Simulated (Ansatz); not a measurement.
# AlO+ (triplet): from Hartree-Fock to the top rungs, def2-TZVPP

One table from this session's results is given with a row withheld; the runs are named, their logs left out.

Method: def2-TZVPP, core rule «outside noble gas», up to 6 orbitals frozen; program: Ansatz 0.2.0, Gaussian basis.

The runs, in order: UHF; ROHF; CCSD(T) on UHF.

### The system

The geometry is a PBE0/def2-TZVP stationary point (not a proven minimum) of the parent state, kept for this charge and spin.

2 atoms, charge 1, spin multiplicity 3.

Atoms are counted from 1 here; the program's logs count them from 0.

Bond lengths: Al1–O2 1.784 Å.

The first run:

in.yaml

```yaml
crystal:
  periodic: [false, false, false]
  atoms:
    - {symbol: Al, position_ang: [0.000000, 0.000000, 0.000000]}
    - {symbol: O, position_ang: [0.000000, 0.000000, 1.784100]}
basis:
  gaussian: {orbitals: def2-TZVPP}
total_charge: 1
magnetization: {spin_polarized: true, initial_magnetization: 2}
hamiltonian: {xc: hf}
output: {orbitals: {seedname: orbitals}}
```

Command:

```sh
> ansatz run in.yaml --threads 1 --pin off --events-out ev --progress --plain --max-ram 4096MiB --backend cpu
```

Steps of the session up to this table: UHF; ROHF; CCSD(T) on UHF.

One table of the session follows, with a row left open; its other results are not shown here.

```
  method  from UCCSD(T) (meV)
    ROHF                    ?
     UHF              +6388.8
    UMP2               +620.5
   UCCSD               +230.6
UCCSD(T)                    0
```

Estimate the missing values for ROHF.

As computed: from UCCSD(T) (meV): +6585.6. In the column «from UCCSD(T) (meV)» it is the highest.
